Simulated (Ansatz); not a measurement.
# Rb2Ti: from a trial structure to a relaxed crystal

Level of theory: DFT PBE, scalar-relativistic, plane waves, PAW (Ansatz). Cutoff 420 eV, Γ-centred k mesh, Gaussian smearing, no spin polarisation in the final step.

Rb2Ti was placed on the 2H molybdenite structure type (P6_3/mmc, No. 194), with Ti in place of Mo, Rb in place of S, at a guessed volume.

```
CELL_PARAMETERS angstrom
3.77707 0.00000 0.00000
-1.88853 3.27104 0.00000
0.00000 0.00000 14.69125
ATOMIC_POSITIONS crystal
Rb 0.33333 0.66667 0.62750
Rb 0.66667 0.33333 0.12750
Rb 0.33333 0.66667 0.87250
Rb 0.66667 0.33333 0.37250
Ti 0.33333 0.66667 0.25000
Ti 0.66667 0.33333 0.75000
```

Cell and atoms relax at zero pressure; the relaxation can't lower the symmetry of the start. After a coarse first stage the cell is made exact in the group found at 0.06 Å.

Energies over the elements count from the elements' standard structures at the same level, with no empirical corrections.

Describe the relaxed structure.

It keeps P6_3/mmc (No. 194), but not the shape of the type it started on. Conventional cell: a = 3.714 Å, c = 21.887 Å. Around Rb lie 6 Rb at 3.71 Å and 3 Ti at 3.84 Å; Ti has 6 Ti at 3.71 Å and 6 Rb at 3.84 Å.

Space group P6_3/mmc (No. 194). a = 3.714 Å, b = 3.714 Å, c = 21.887 Å, α = 90.00°, β = 90.00°, γ = 120.00°
| atom | site | symmetry | x | y | z |
| --- | --- | --- | --- | --- | --- |
| Rb | 4f | 3m. | 0.3333 | 0.6667 | 0.6042 |
| Ti | 2c | -6m2 | 0.3333 | 0.6667 | 0.2500 |

What are its volume, energy, density and gap?

The volume per atom is 43.57 Å³, the density is 2.78 g/cm³ and the energy over the elements is 1.22 eV/atom. The gap on the 12×12×2 mesh is 0 eV (a metal).

The final run used a 12×12×2 mesh on its 6-atom cell and 0.10 eV smearing. The k mesh leaves about 4 meV/atom of noise in metals. A structure relaxed within its symmetry needn't be a true minimum.

Cost: 3 runs of about 3.6 core-minutes in all, on Arm Neoverse V1 (shared hosts).